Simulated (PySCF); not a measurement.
# AlH3 (aluminum trihydride): the cost of one run

The runs use PySCF 2.14.0, with density-fitted response routines of our own; the level of theory stands in each step. All values are computed, except where a source is named. Atoms count from 0, in the outputs and in this text.

### Step 1. Starting geometry

4 atoms, charge 0, multiplicity 1; geometry from: GFN2-xTB. The atoms were then displaced at random by about 0.01 Å, so the start is not that level's minimum.

Bonds of the start (Å): Al0–H1 1.56, Al0–H2 1.58, Al0–H3 1.55.

### Step 2. Geometry optimisation at PBE0-D3(BJ)/def2-TZVP

Job settings and geometry (Å):

```
{"job": {"xc": "PBE0", "basis": "def2-TZVP", "d3": "d3bj", "grid": 2, "shake": 0.01, "kind": "geom"}, "charge": 0, "multiplicity": 1}
Al     0.022840    -0.024420     0.016710
H     -1.324040    -0.817760    -0.050490
H      0.017450     1.461660    -0.516080
H      1.321750    -0.644850     0.590000
```

Started as:

```sh
$ OMP_NUM_THREADS=1 python probes_run.py task.json out
```

This one command runs all jobs of the session in turn.

Q: Estimate the wall time and peak memory of this first job on 1 thread of Arm Neoverse N1, shared host.

About 4 s, with a peak of 0.28 GiB.
